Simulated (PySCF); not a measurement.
Scan of CH6Si, singlet: internal rotation, threefold axis kept, other coordinates relaxed. Scanned: torsion (0 = eclipsed). Other coordinates (C-Si length, H-C-Si angle, H-Si-C angle, C-H length, Si-H length) were minimised at B3LYP/def2-TZVP.

Method: CCSD(T) on RHF/cc-pVTZ, 6 core orbitals frozen (PySCF).

Scanned values (°): 0, 10, 20, 30, 40, 50, 60.

Problem. Locate the minima and the barriers on this grid.

Solution. Lower than their neighbours: 60° (0.00 kJ/mol, end of the scan). Higher than their neighbours: 0° (6.52 kJ/mol, end of the scan). The whole profile spans 6.52 kJ/mol.
